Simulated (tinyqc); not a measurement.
Inside a calculation (part 1 of 2). Method: MP2 on RHF in the sto-3g basis, for CH3+, spin multiplicity 1. Computed by tinyqc, a small Python program that keeps every step (integrals from PySCF). Settings: charge = 1, multiplicity = 1, basis = sto-3g, method = RHF, energy threshold = 1e-10, iteration cap = 80, orthogonalisation = canonical, start = atomic densities, DIIS depth = 6. Command: `OMP_NUM_THREADS=1 python tinyqc.py 28447 28448 out.jsonl` (the two numbers bound the seeds that draw the settings). One thread of a shared host (Intel(R) Xeon(R) Processor @ 2.60GHz), about 0.1 s of CPU time with the checks. Later iterations appear only in the table of the cycle.

## One-electron integrals

Geometry (angstrom):
```
atom,x,y,z
C,0.0000,0.0000,0.0540
H,1.2110,0.0000,0.0000
H,-0.6050,1.0480,0.0000
H,-0.6050,-1.0480,0.0000
```

Basis sto-3g: exponents (1/bohr^2) and contraction coefficients of normalised primitives:
```
element,l (shell),exponent,coefficient
C,s (1),71.6168,0.1543
C,s (1),13.0451,0.5353
C,s (1),3.5305,0.4446
C,s (2),2.9412,-0.1000
C,s (2),0.6835,0.3995
C,s (2),0.2223,0.7001
C,p (3),2.9412,0.1559
C,p (3),0.6835,0.6077
C,p (3),0.2223,0.3920
H,s (1),3.4253,0.1543
H,s (1),0.6239,0.5353
H,s (1),0.1689,0.4446
```

Overlap, kinetic and nuclear-attraction integrals over the contracted functions; the nuclear repulsion is the sum of Za Zb / Rab.

nuclear repulsion = 8.618902 hartree

overlap S, lower triangle:
```
,1C 1s,1C 2s,1C 2px,1C 2py,1C 2pz,2H 1s,3H 1s,4H 1s
1C 1s,1.0000
1C 2s,0.2484,1.0000
1C 2px,0.0000,0.0000,1.0000
1C 2py,0.0000,0.0000,0.0000,1.0000
1C 2pz,0.0000,0.0000,0.0000,0.0000,1.0000
2H 1s,0.0469,0.4228,0.4223,0.0000,-0.0188,1.0000
3H 1s,0.0470,0.4233,-0.2113,0.3660,-0.0189,0.1015,1.0000
4H 1s,0.0470,0.4233,-0.2113,-0.3660,-0.0189,0.1015,0.1016,1.0000
```

kinetic energy T (hartree), lower triangle:
```
,1C 1s,1C 2s,1C 2px,1C 2py,1C 2pz,2H 1s,3H 1s,4H 1s
1C 1s,15.8911
1C 2s,-0.0859,0.4722
1C 2px,0.0000,0.0000,1.4777
1C 2py,0.0000,0.0000,0.0000,1.4777
1C 2pz,0.0000,0.0000,0.0000,0.0000,1.4777
2H 1s,-0.0122,0.0713,0.1918,0.0000,-0.0086,0.7600
3H 1s,-0.0122,0.0716,-0.0961,0.1665,-0.0086,-0.0110,0.7600
4H 1s,-0.0122,0.0716,-0.0961,-0.1665,-0.0086,-0.0110,-0.0110,0.7600
```

nuclear attraction V (hartree), lower triangle:
```
,1C 1s,1C 2s,1C 2px,1C 2py,1C 2pz,2H 1s,3H 1s,4H 1s
1C 1s,-34.9630
1C 2s,-4.5177,-6.4790
1C 2px,0.0000,0.0002,-6.4876
1C 2py,0.0000,0.0000,0.0000,-6.4878
1C 2pz,0.0018,0.0197,0.0000,0.0000,-6.3346
2H 1s,-0.8646,-2.2513,-2.0725,0.0000,0.0964,-4.3157
3H 1s,-0.8665,-2.2545,1.0374,-1.7969,0.0966,-0.4910,-4.3176
4H 1s,-0.8665,-2.2545,1.0374,1.7969,0.0966,-0.4910,-0.4916,-4.3176
```

core Hamiltonian H = T + V (hartree), lower triangle:
```
,1C 1s,1C 2s,1C 2px,1C 2py,1C 2pz,2H 1s,3H 1s,4H 1s
1C 1s,-19.0719
1C 2s,-4.6035,-6.0067
1C 2px,0.0000,0.0002,-5.0099
1C 2py,0.0000,0.0000,0.0000,-5.0101
1C 2pz,0.0018,0.0197,0.0000,0.0000,-4.8568
2H 1s,-0.8769,-2.1799,-1.8807,0.0000,0.0879,-3.5557
3H 1s,-0.8787,-2.1829,0.9413,-1.6305,0.0880,-0.5020,-3.5576
4H 1s,-0.8787,-2.1829,0.9413,1.6305,0.0880,-0.5020,-0.5026,-3.5576
```

## Two-electron integrals

Functions are numbered as in S; the eight-fold symmetry (ij|kl) = (ji|kl) = (kl|ij) leaves the list below.

Two-electron integrals (ij|kl) in chemists' order, unique and non-zero (hartree):
```
i,j,k,l,(ij|kl)
1,1,1,1,3.5419
2,1,1,1,0.5769
2,1,2,1,0.1119
2,2,1,1,0.8547
2,2,2,1,0.2053
2,2,2,2,0.6247
3,1,3,1,0.0203
3,2,3,1,0.0309
3,2,3,2,0.1380
3,3,1,1,0.8524
3,3,2,1,0.2053
3,3,2,2,0.6246
3,3,3,3,0.6728
4,1,4,1,0.0203
4,2,4,1,0.0309
4,2,4,2,0.1380
4,3,4,3,0.0363
4,4,1,1,0.8524
4,4,2,1,0.2053
4,4,2,2,0.6246
4,4,3,3,0.6003
4,4,4,4,0.6728
5,1,5,1,0.0203
5,2,5,1,0.0309
5,2,5,2,0.1380
5,3,5,3,0.0363
5,4,5,4,0.0363
5,5,1,1,0.8524
5,5,2,1,0.2053
5,5,2,2,0.6246
5,5,3,3,0.6003
5,5,4,4,0.6003
5,5,5,5,0.6728
6,1,1,1,0.1094
6,1,2,1,0.0211
6,1,2,2,0.0387
6,1,3,1,0.0013
6,1,3,2,0.0024
6,1,3,3,0.0389
6,1,4,4,0.0385
6,1,5,1,-5.69e-05
6,1,5,2,-1.06e-04
6,1,5,3,-1.82e-05
6,1,5,5,0.0385
6,1,6,1,0.0041
6,2,1,1,0.2739
6,2,2,1,0.0667
6,2,2,2,0.2248
6,2,3,1,0.0063
6,2,3,2,0.0445
6,2,3,3,0.2356
6,2,4,4,0.2193
6,2,5,1,-2.83e-04
6,2,5,2,-0.0020
6,2,5,3,-0.0007
6,2,5,5,0.2194
6,2,6,1,0.0131
6,2,6,2,0.1080
6,3,1,1,0.2376
6,3,2,1,0.0586
6,3,2,2,0.2094
6,3,3,1,0.0115
6,3,3,2,0.0738
6,3,3,3,0.2302
6,3,4,4,0.1989
6,3,5,1,-2.15e-04
6,3,5,2,-0.0017
6,3,5,3,-0.0010
6,3,5,5,0.1989
6,3,6,1,0.0121
6,3,6,2,0.1194
6,3,6,3,0.1425
6,4,4,1,0.0066
6,4,4,2,0.0355
6,4,4,3,0.0086
6,4,5,4,-3.83e-04
6,4,6,4,0.0129
6,5,1,1,-0.0106
6,5,2,1,-0.0026
6,5,2,2,-0.0093
6,5,3,1,-2.15e-04
6,5,3,2,-0.0017
6,5,3,3,-0.0095
6,5,4,4,-0.0089
6,5,5,1,0.0066
6,5,5,2,0.0355
6,5,5,3,0.0086
6,5,5,5,-0.0096
6,5,6,1,-0.0005
6,5,6,2,-0.0053
6,5,6,3,-0.0058
6,5,6,5,0.0132
6,6,1,1,0.4303
6,6,2,1,0.1066
6,6,2,2,0.4093
6,6,3,1,0.0124
6,6,3,2,0.1179
6,6,3,3,0.4517
6,6,4,4,0.3878
6,6,5,1,-0.0006
6,6,5,2,-0.0053
6,6,5,3,-0.0028
6,6,5,5,0.3879
6,6,6,1,0.0213
6,6,6,2,0.2521
6,6,6,3,0.3074
6,6,6,5,-0.0137
6,6,6,6,0.7746
7,1,1,1,0.1096
7,1,2,1,0.0211
7,1,2,2,0.0388
7,1,3,1,-0.0006
7,1,3,2,-0.0012
7,1,3,3,0.0387
7,1,4,1,0.0011
7,1,4,2,0.0021
7,1,4,3,-1.77e-04
7,1,4,4,0.0389
7,1,5,1,-5.71e-05
7,1,5,2,-1.07e-04
7,1,5,3,9.14e-06
7,1,5,4,-1.58e-05
7,1,5,5,0.0386
7,1,6,1,0.0039
7,1,6,2,0.0123
7,1,6,3,0.0106
7,1,6,4,4.27e-04
7,1,6,5,-0.0005
7,1,6,6,0.0196
7,1,7,1,0.0041
7,2,1,1,0.2743
7,2,2,1,0.0668
7,2,2,2,0.2251
7,2,3,1,-0.0032
7,2,3,2,-0.0223
7,2,3,3,0.2237
7,2,4,1,0.0055
7,2,4,2,0.0386
7,2,4,3,-0.0070
7,2,4,4,0.2318
7,2,5,1,-2.83e-04
7,2,5,2,-0.0020
7,2,5,3,3.63e-04
7,2,5,4,-0.0006
7,2,5,5,0.2197
7,2,6,1,0.0123
7,2,6,2,0.0756
7,2,6,3,0.0658
7,2,6,4,0.0089
7,2,6,5,-0.0036
7,2,6,6,0.1361
7,2,7,1,0.0132
7,2,7,2,0.1082
7,3,1,1,-0.1189
7,3,2,1,-0.0293
7,3,2,2,-0.1048
7,3,3,1,0.0079
7,3,3,2,0.0451
7,3,3,3,-0.1099
7,3,4,1,-0.0021
7,3,4,2,-0.0166
7,3,4,3,0.0105
7,3,4,4,-0.1048
7,3,5,1,1.08e-04
7,3,5,2,0.0009
7,3,5,3,-0.0005
7,3,5,4,2.72e-04
7,3,5,5,-0.0996
7,3,6,1,-0.0049
7,3,6,2,-0.0251
7,3,6,3,-0.0144
7,3,6,4,-0.0022
7,3,6,5,0.0012
7,3,6,6,-0.0381
7,3,7,1,-0.0060
7,3,7,2,-0.0598
7,3,7,3,0.0454
7,4,1,1,0.2060
7,4,2,1,0.0508
7,4,2,2,0.1816
7,4,3,1,-0.0021
7,4,3,2,-0.0166
7,4,3,3,0.1755
7,4,4,1,0.0103
7,4,4,2,0.0643
7,4,4,3,-0.0096
7,4,4,4,0.1965
7,4,5,1,-1.87e-04
7,4,5,2,-0.0015
7,4,5,3,2.72e-04
7,4,5,4,-0.0009
7,4,5,5,0.1725
7,4,6,1,0.0094
7,4,6,2,0.0614
7,4,6,3,0.0532
7,4,6,4,0.0151
7,4,6,5,-0.0029
7,4,6,6,0.1114
7,4,7,1,0.0105
7,4,7,2,0.1036
7,4,7,3,-0.0562
7,4,7,4,0.1103
7,5,1,1,-0.0106
7,5,2,1,-0.0026
7,5,2,2,-0.0094
7,5,3,1,1.08e-04
7,5,3,2,0.0009
7,5,3,3,-0.0090
7,5,4,1,-1.87e-04
7,5,4,2,-0.0015
7,5,4,3,2.72e-04
7,5,4,4,-0.0094
7,5,5,1,0.0067
7,5,5,2,0.0356
7,5,5,3,-0.0043
7,5,5,4,0.0075
7,5,5,5,-0.0097
7,5,6,1,-0.0005
7,5,6,2,-0.0036
7,5,6,3,-0.0031
7,5,6,4,-4.17e-04
7,5,6,5,0.0086
7,5,6,6,-0.0069
7,5,7,1,-0.0005
7,5,7,2,-0.0053
7,5,7,3,0.0029
7,5,7,4,-0.0050
7,5,7,5,0.0132
7,6,1,1,0.0587
7,6,2,1,0.0143
7,6,2,2,0.0501
7,6,3,1,0.0006
7,6,3,2,0.0043
7,6,3,3,0.0505
7,6,4,1,0.0010
7,6,4,2,0.0074
7,6,4,3,3.25e-04
7,6,4,4,0.0509
7,6,5,1,-1.01e-04
7,6,5,2,-0.0008
7,6,5,3,-1.04e-04
7,6,5,4,-1.79e-04
7,6,5,5,0.0488
7,6,6,1,0.0028
7,6,6,2,0.0213
7,6,6,3,0.0219
7,6,6,4,0.0023
7,6,6,5,-0.0012
7,6,6,6,0.0464
7,6,7,1,0.0028
7,6,7,2,0.0214
7,6,7,3,-0.0089
7,6,7,4,0.0202
7,6,7,5,-0.0012
7,6,7,6,0.0052
7,7,1,1,0.4306
7,7,2,1,0.1067
7,7,2,2,0.4095
7,7,3,1,-0.0062
7,7,3,2,-0.0590
7,7,3,3,0.4040
7,7,4,1,0.0107
7,7,4,2,0.1022
7,7,4,3,-0.0277
7,7,4,4,0.4359
7,7,5,1,-0.0006
7,7,5,2,-0.0053
7,7,5,3,0.0014
7,7,5,4,-0.0025
7,7,5,5,0.3881
7,7,6,1,0.0196
7,7,6,2,0.1360
7,7,6,3,0.1154
7,7,6,4,0.0226
7,7,6,5,-0.0069
7,7,6,6,0.2518
7,7,7,1,0.0213
7,7,7,2,0.2525
7,7,7,3,-0.1539
7,7,7,4,0.2665
7,7,7,5,-0.0137
7,7,7,6,0.0464
7,7,7,7,0.7746
8,1,1,1,0.1096
8,1,2,1,0.0211
8,1,2,2,0.0388
8,1,3,1,-0.0006
8,1,3,2,-0.0012
8,1,3,3,0.0387
8,1,4,1,-0.0011
8,1,4,2,-0.0021
8,1,4,3,1.77e-04
8,1,4,4,0.0389
8,1,5,1,-5.71e-05
8,1,5,2,-1.07e-04
8,1,5,3,9.14e-06
8,1,5,4,1.58e-05
8,1,5,5,0.0386
8,1,6,1,0.0039
8,1,6,2,0.0123
8,1,6,3,0.0106
8,1,6,4,-4.27e-04
8,1,6,5,-0.0005
8,1,6,6,0.0196
8,1,7,1,0.0040
8,1,7,2,0.0124
8,1,7,3,-0.0057
8,1,7,4,0.0090
8,1,7,5,-0.0005
8,1,7,6,0.0026
8,1,7,7,0.0196
8,1,8,1,0.0041
8,2,1,1,0.2743
8,2,2,1,0.0668
8,2,2,2,0.2251
8,2,3,1,-0.0032
8,2,3,2,-0.0223
8,2,3,3,0.2237
8,2,4,1,-0.0055
8,2,4,2,-0.0386
8,2,4,3,0.0070
8,2,4,4,0.2318
8,2,5,1,-2.83e-04
8,2,5,2,-0.0020
8,2,5,3,3.63e-04
8,2,5,4,0.0006
8,2,5,5,0.2197
8,2,6,1,0.0123
8,2,6,2,0.0756
8,2,6,3,0.0658
8,2,6,4,-0.0089
8,2,6,5,-0.0036
8,2,6,6,0.1361
8,2,7,1,0.0124
8,2,7,2,0.0757
8,2,7,3,-0.0407
8,2,7,4,0.0525
8,2,7,5,-0.0036
8,2,7,6,0.0160
8,2,7,7,0.1361
8,2,8,1,0.0132
8,2,8,2,0.1082
8,3,1,1,-0.1189
8,3,2,1,-0.0293
8,3,2,2,-0.1048
8,3,3,1,0.0079
8,3,3,2,0.0451
8,3,3,3,-0.1099
8,3,4,1,0.0021
8,3,4,2,0.0166
8,3,4,3,-0.0105
8,3,4,4,-0.1048
8,3,5,1,1.08e-04
8,3,5,2,0.0009
8,3,5,3,-0.0005
8,3,5,4,-2.72e-04
8,3,5,5,-0.0996
8,3,6,1,-0.0049
8,3,6,2,-0.0251
8,3,6,3,-0.0144
8,3,6,4,0.0022
8,3,6,5,0.0012
8,3,6,6,-0.0381
8,3,7,1,-0.0057
8,3,7,2,-0.0407
8,3,7,3,0.0298
8,3,7,4,-0.0277
8,3,7,5,0.0019
8,3,7,6,-0.0067
8,3,7,7,-0.0774
8,3,8,1,-0.0060
8,3,8,2,-0.0598
8,3,8,3,0.0454
8,4,1,1,-0.2060
8,4,2,1,-0.0508
8,4,2,2,-0.1816
8,4,3,1,0.0021
8,4,3,2,0.0166
8,4,3,3,-0.1755
8,4,4,1,0.0103
8,4,4,2,0.0643
8,4,4,3,-0.0096
8,4,4,4,-0.1965
8,4,5,1,1.87e-04
8,4,5,2,0.0015
8,4,5,3,-2.72e-04
8,4,5,4,-0.0009
8,4,5,5,-0.1725
8,4,6,1,-0.0094
8,4,6,2,-0.0614
8,4,6,3,-0.0532
8,4,6,4,0.0151
8,4,6,5,0.0029
8,4,6,6,-0.1114
8,4,7,1,-0.0090
8,4,7,2,-0.0525
8,4,7,3,0.0277
8,4,7,4,-0.0292
8,4,7,5,0.0025
8,4,7,6,-0.0115
8,4,7,7,-0.0887
8,4,8,1,-0.0105
8,4,8,2,-0.1036
8,4,8,3,0.0562
8,4,8,4,0.1103
8,5,1,1,-0.0106
8,5,2,1,-0.0026
8,5,2,2,-0.0094
8,5,3,1,1.08e-04
8,5,3,2,0.0009
8,5,3,3,-0.0090
8,5,4,1,1.87e-04
8,5,4,2,0.0015
8,5,4,3,-2.72e-04
8,5,4,4,-0.0094
8,5,5,1,0.0067
8,5,5,2,0.0356
8,5,5,3,-0.0043
8,5,5,4,-0.0075
8,5,5,5,-0.0097
8,5,6,1,-0.0005
8,5,6,2,-0.0036
8,5,6,3,-0.0031
8,5,6,4,4.17e-04
8,5,6,5,0.0086
8,5,6,6,-0.0069
8,5,7,1,-0.0005
8,5,7,2,-0.0036
8,5,7,3,0.0019
8,5,7,4,-0.0025
8,5,7,5,0.0086
8,5,7,6,-0.0008
8,5,7,7,-0.0069
8,5,8,1,-0.0005
8,5,8,2,-0.0053
8,5,8,3,0.0029
8,5,8,4,0.0050
8,5,8,5,0.0132
8,6,1,1,0.0587
8,6,2,1,0.0143
8,6,2,2,0.0501
8,6,3,1,0.0006
8,6,3,2,0.0043
8,6,3,3,0.0505
8,6,4,1,-0.0010
8,6,4,2,-0.0074
8,6,4,3,-3.25e-04
8,6,4,4,0.0509
8,6,5,1,-1.01e-04
8,6,5,2,-0.0008
8,6,5,3,-1.04e-04
8,6,5,4,1.79e-04
8,6,5,5,0.0488
8,6,6,1,0.0028
8,6,6,2,0.0213
8,6,6,3,0.0219
8,6,6,4,-0.0023
8,6,6,5,-0.0012
8,6,6,6,0.0464
8,6,7,1,0.0026
8,6,7,2,0.0160
8,6,7,3,-0.0067
8,6,7,4,0.0115
8,6,7,5,-0.0008
8,6,7,6,0.0041
8,6,7,7,0.0285
8,6,8,1,0.0028
8,6,8,2,0.0214
8,6,8,3,-0.0089
8,6,8,4,-0.0202
8,6,8,5,-0.0012
8,6,8,6,0.0052
8,7,1,1,0.0588
8,7,2,1,0.0144
8,7,2,2,0.0501
8,7,3,1,-0.0011
8,7,3,2,-0.0085
8,7,3,3,0.0511
8,7,4,4,0.0504
8,7,5,1,-1.02e-04
8,7,5,2,-0.0008
8,7,5,3,2.07e-04
8,7,5,5,0.0488
8,7,6,1,0.0026
8,7,6,2,0.0160
8,7,6,3,0.0133
8,7,6,5,-0.0008
8,7,6,6,0.0285
8,7,7,1,0.0028
8,7,7,2,0.0214
8,7,7,3,-0.0130
8,7,7,4,0.0179
8,7,7,5,-0.0012
8,7,7,6,0.0041
8,7,7,7,0.0464
8,7,8,1,0.0028
8,7,8,2,0.0214
8,7,8,3,-0.0130
8,7,8,4,-0.0179
8,7,8,5,-0.0012
8,7,8,6,0.0041
8,7,8,7,0.0052
8,8,1,1,0.4306
8,8,2,1,0.1067
8,8,2,2,0.4095
8,8,3,1,-0.0062
8,8,3,2,-0.0590
8,8,3,3,0.4040
8,8,4,1,-0.0107
8,8,4,2,-0.1022
8,8,4,3,0.0277
8,8,4,4,0.4359
8,8,5,1,-0.0006
8,8,5,2,-0.0053
8,8,5,3,0.0014
8,8,5,4,0.0025
8,8,5,5,0.3881
8,8,6,1,0.0196
8,8,6,2,0.1360
8,8,6,3,0.1154
8,8,6,4,-0.0226
8,8,6,5,-0.0069
8,8,6,6,0.2518
8,8,7,1,0.0196
8,8,7,2,0.1361
8,8,7,3,-0.0774
8,8,7,4,0.0887
8,8,7,5,-0.0069
8,8,7,6,0.0285
8,8,7,7,0.2519
8,8,8,1,0.0213
8,8,8,2,0.2525
8,8,8,3,-0.1539
8,8,8,4,-0.2665
8,8,8,5,-0.0137
8,8,8,6,0.0464
8,8,8,7,0.0464
8,8,8,8,0.7746
```

## Orthogonalisation

S = U s U^T; canonical form X = U s^(-1/2), so that X^T S X = 1. Each column of U has its largest component positive (the first on a tie).

eigenvalues of S: 0.3327  0.4291  0.4295  0.9681  1.0034  1.4691  1.4693  1.8989

X:
```
,1,2,3,4,5,6,7,8
1C 1s,-0.3576,0.0000,-0.0011,0.9149,0.2946,0.0002,0.0000,0.1778
1C 2s,1.3124,0.0000,0.0030,-0.0164,0.0367,0.0003,0.0000,0.4733
1C 2px,-0.0030,0.0000,1.0250,0.0001,0.0000,0.6112,0.0000,-0.0003
1C 2py,0.0000,1.0254,0.0000,0.0000,0.0000,0.0000,0.6112,0.0000
1C 2pz,-0.0525,0.0000,-0.0001,-0.3163,0.9479,0.0000,0.0000,-0.0189
2H 1s,-0.6170,0.0000,-0.9245,-0.1787,-0.0576,0.4528,0.0000,0.3000
3H 1s,-0.6213,-0.7997,0.4600,-0.1785,-0.0575,-0.2260,0.3918,0.3005
4H 1s,-0.6213,0.7997,0.4600,-0.1785,-0.0575,-0.2260,-0.3918,0.3005
```

## Starting guess

The start is atomic minimal-basis densities projected into this basis (PySCF's MINAO start) and scaled to the electron count of each spin; this density is not idempotent, so its energy is not variational and may lie below the converged one.

D at the start, lower triangle:
```
,1C 1s,1C 2s,1C 2px,1C 2py,1C 2pz,2H 1s,3H 1s,4H 1s
1C 1s,1.9020
1C 2s,-0.4431,1.8067
1C 2px,0.0000,0.0000,0.5260
1C 2py,0.0000,0.0000,0.0000,0.5260
1C 2pz,-0.0013,0.0049,0.0000,0.0000,0.5851
2H 1s,-0.0189,0.0711,0.0547,0.0000,-0.0016,0.8478
3H 1s,-0.0189,0.0711,-0.0273,0.0473,-0.0016,0.0278,0.8478
4H 1s,-0.0189,0.0711,-0.0273,-0.0473,-0.0016,0.0278,0.0279,0.8478
```

## Iteration 1: building the Fock matrix

J_ij = sum D_kl (ij|kl), K_ij = sum D_kl (ik|jl); F = H + J - 0.5 K; E = tr D H + tr D J / 2 - 0.25 tr D K + E_nn.

Coulomb J (hartree), lower triangle:
```
,1C 1s,1C 2s,1C 2px,1C 2py,1C 2pz,2H 1s,3H 1s,4H 1s
1C 1s,10.4525
1C 2s,2.0242,4.8050
1C 2px,0.0000,-0.0001,4.8282
1C 2py,0.0000,0.0000,0.0000,4.8283
1C 2pz,-0.0014,-0.0140,0.0000,0.0000,4.7428
2H 1s,0.3828,1.7460,1.6416,0.0000,-0.0763,3.3536
3H 1s,0.3836,1.7484,-0.8216,1.4233,-0.0764,0.3891,3.3550
4H 1s,0.3836,1.7484,-0.8216,-1.4233,-0.0764,0.3891,0.3896,3.3550
```

exchange K (hartree), lower triangle:
```
,1C 1s,1C 2s,1C 2px,1C 2py,1C 2pz,2H 1s,3H 1s,4H 1s
1C 1s,6.4688
1C 2s,1.1331,1.7762
1C 2px,0.0000,-0.0002,0.9141
1C 2py,0.0000,0.0000,0.0000,0.9143
1C 2pz,-0.0017,-0.0146,0.0000,0.0000,0.7448
2H 1s,0.2380,0.7995,0.4978,0.0000,-0.0253,1.0242
3H 1s,0.2385,0.8005,-0.2492,0.4315,-0.0253,0.2508,1.0249
4H 1s,0.2385,0.8005,-0.2492,-0.4315,-0.0253,0.2508,0.2511,1.0249
```

Fock matrix F (hartree), lower triangle:
```
,1C 1s,1C 2s,1C 2px,1C 2py,1C 2pz,2H 1s,3H 1s,4H 1s
1C 1s,-11.8538
1C 2s,-3.1459,-2.0898
1C 2px,0.0000,0.0002,-0.6387
1C 2py,0.0000,0.0000,0.0000,-0.6389
1C 2pz,0.0013,0.0130,0.0000,0.0000,-0.4865
2H 1s,-0.6130,-0.8337,-0.4880,0.0000,0.0242,-0.7142
3H 1s,-0.6143,-0.8348,0.2442,-0.4230,0.0242,-0.2383,-0.7150
4H 1s,-0.6143,-0.8348,0.2442,0.4230,0.0242,-0.2383,-0.2386,-0.7150
```

total energy of this density = -35.647540 hartree

This density is the starting one; it is not idempotent, so its energy is not variational and may lie below the converged one.

## Iteration 1: diagonalisation and new density

Diagonalise F' = X^T F X, C = X C', fill 4 alpha and 4 beta electrons from the bottom; D = 2 C_occ C_occ^T. Each column has its largest component positive (the first on a tie).

F' = X^T F X (hartree), lower triangle:
```
,1,2,3,4,5,6,7,8
1,-0.2778
2,0.0000,0.1062
3,-0.0016,0.0000,0.1057
4,1.2218,0.0000,0.0048,-9.3961
5,0.3877,0.0000,0.0016,-2.9778,-1.4821
6,0.0002,0.0000,-0.0283,-0.0024,-0.0008,-0.7899
7,0.0000,-0.0282,0.0000,0.0000,0.0000,0.0000,-0.7901
8,0.0667,0.0000,0.0007,-3.3088,-1.1228,-0.0010,0.0000,-2.6046
```

orbital energies (hartree): MO1 -11.8582, MO2 -1.3918, MO3 -0.7910, MO4 -0.7908, MO5 -0.4868, MO6 -0.0237, MO7 0.1066, MO8 0.1071

coefficients C:
```
,MO1,MO2,MO3,MO4,MO5,MO6,MO7,MO8
1C 1s,0.9941,-0.2428,0.0000,-0.0001,-0.0115,-0.1900,0.0006,0.0000
1C 2s,0.0252,0.8234,0.0000,0.0005,0.0572,1.1252,-0.0037,0.0000
1C 2px,0.0000,-0.0002,0.0000,0.6432,0.0000,0.0024,1.0052,0.0000
1C 2py,0.0000,0.0000,0.6431,0.0000,0.0000,0.0000,0.0000,1.0057
1C 2pz,-0.0003,-0.0106,0.0000,0.0000,0.9978,-0.0767,0.0002,0.0000
2H 1s,-0.0037,0.1425,0.0000,0.4232,-0.0234,-0.7013,-0.9348,0.0000
3H 1s,-0.0037,0.1428,0.3665,-0.2115,-0.0233,-0.6980,0.4705,-0.8117
4H 1s,-0.0037,0.1428,-0.3665,-0.2115,-0.0233,-0.6980,0.4705,0.8117
```

D after iteration 1, lower triangle:
```
,1C 1s,1C 2s,1C 2px,1C 2py,1C 2pz,2H 1s,3H 1s,4H 1s
1C 1s,2.0942
1C 2s,-0.3498,1.3574
1C 2px,0.0000,0.0003,0.8275
1C 2py,0.0000,0.0000,0.0000,0.8273
1C 2pz,0.0045,-0.0174,0.0000,0.0000,0.0002
2H 1s,-0.0767,0.2349,0.5444,0.0000,-0.0030,0.3989
3H 1s,-0.0767,0.2347,-0.2722,0.4714,-0.0030,-0.1383,0.3989
4H 1s,-0.0767,0.2347,-0.2722,-0.4714,-0.0030,-0.1383,-0.1383,0.3989
```

## Iteration 8 (converged): orbitals

converged F (hartree), lower triangle:
```
,1C 1s,1C 2s,1C 2px,1C 2py,1C 2pz,2H 1s,3H 1s,4H 1s
1C 1s,-11.5587
1C 2s,-3.0911,-1.8894
1C 2px,0.0000,0.0002,-0.6996
1C 2py,0.0000,0.0000,0.0000,-0.6998
1C 2pz,-0.0007,0.0151,0.0000,0.0000,-0.2089
2H 1s,-0.5950,-0.7712,-0.5716,0.0000,0.0208,-0.6970
3H 1s,-0.5962,-0.7722,0.2860,-0.4953,0.0208,-0.1843,-0.6978
4H 1s,-0.5962,-0.7722,0.2860,0.4953,0.0208,-0.1843,-0.1845,-0.6978
```

As before.

F' = X^T F X (hartree), lower triangle:
```
,1,2,3,4,5,6,7,8
1,-0.0835
2,0.0000,0.2325
3,-0.0014,0.0000,0.2319
4,1.1608,0.0000,0.0047,-9.1276
5,0.3684,0.0000,0.0015,-2.9829,-1.2069
6,0.0001,0.0000,-0.0308,-0.0024,-0.0008,-0.8933
7,0.0000,-0.0307,0.0000,0.0000,0.0000,0.0000,-0.8935
8,0.1134,0.0000,0.0009,-3.2602,-1.1084,-0.0009,0.0000,-2.4479
```

orbital energies (hartree): MO1 -11.5643, MO2 -1.2158, MO3 -0.8943, MO4 -0.8941, MO5 -0.2094, MO6 0.1237, MO7 0.2327, MO8 0.2333

coefficients C:
```
,MO1,MO2,MO3,MO4,MO5,MO6,MO7,MO8
1C 1s,0.9932,-0.2341,0.0000,-0.0001,-0.0155,-0.2046,0.0007,0.0000
1C 2s,0.0292,0.7647,0.0000,0.0005,0.0761,1.1648,-0.0045,0.0000
1C 2px,0.0000,-0.0003,0.0000,0.6390,0.0000,0.0031,1.0079,0.0000
1C 2py,0.0000,0.0000,0.6389,0.0000,0.0000,0.0000,0.0000,1.0084
1C 2pz,-0.0003,-0.0105,0.0000,0.0000,0.9966,-0.0908,0.0003,0.0000
2H 1s,-0.0053,0.1780,0.0000,0.4272,-0.0321,-0.6933,-0.9325,0.0000
3H 1s,-0.0053,0.1784,0.3699,-0.2134,-0.0321,-0.6891,0.4700,-0.8101
4H 1s,-0.0053,0.1784,-0.3699,-0.2134,-0.0321,-0.6891,0.4700,0.8101
```

D after iteration 8, lower triangle:
```
,1C 1s,1C 2s,1C 2px,1C 2py,1C 2pz,2H 1s,3H 1s,4H 1s
1C 1s,2.0826
1C 2s,-0.2999,1.1712
1C 2px,0.0000,0.0003,0.8166
1C 2py,0.0000,0.0000,0.0000,0.8164
1C 2pz,0.0044,-0.0161,0.0000,0.0000,0.0002
2H 1s,-0.0939,0.2724,0.5459,0.0000,-0.0037,0.4285
3H 1s,-0.0940,0.2723,-0.2729,0.4726,-0.0038,-0.1188,0.4284
4H 1s,-0.0940,0.2723,-0.2729,-0.4726,-0.0038,-0.1188,-0.1188,0.4284
```

## Convergence

Stop when the energy changes by less than 1e-10 hartree and every element of the error matrix X^T (F D S - S D F) X is below 3e-06.

Course of the cycle:
```
iteration,E (hartree),change,largest element of the error matrix
1,-35.647540,-,1.07e+00
2,-38.755446,-3.11e+00,8.89e-02
3,-38.761395,-5.95e-03,1.34e-02
4,-38.761683,-2.88e-04,5.44e-03
5,-38.761705,-2.13e-05,1.00e-04
6,-38.761705,-1.12e-08,9.07e-06
7,-38.761705,-1.07e-10,1.31e-07
8,-38.761705,-5.68e-14,5.29e-08
```

PySCF RHF in the same basis = -38.761705 hartree

Converged in 8 iterations.

## Populations, bond orders and dipole

Mulliken: Z minus the diagonal of D S on the atom; Loewdin: the same with S^(1/2) D S^(1/2); Mayer order: 2 sum_s sum (D(s) S)_ij (D(s) S)_ji over the two atoms.

Charges (e):
```
atom,Mulliken,Loewdin
1C,0.2375,0.4201
2H,0.2543,0.1935
3H,0.2541,0.1932
4H,0.2541,0.1932
```

Mayer bond orders:
```
pair,order
2-1,0.9185
3-1,0.9186
3-2,0.0084
4-1,0.9186
4-2,0.0084
4-3,0.0084
```

dipole moment about the origin, x y z (debye): 0.0019  0.0000  0.1550
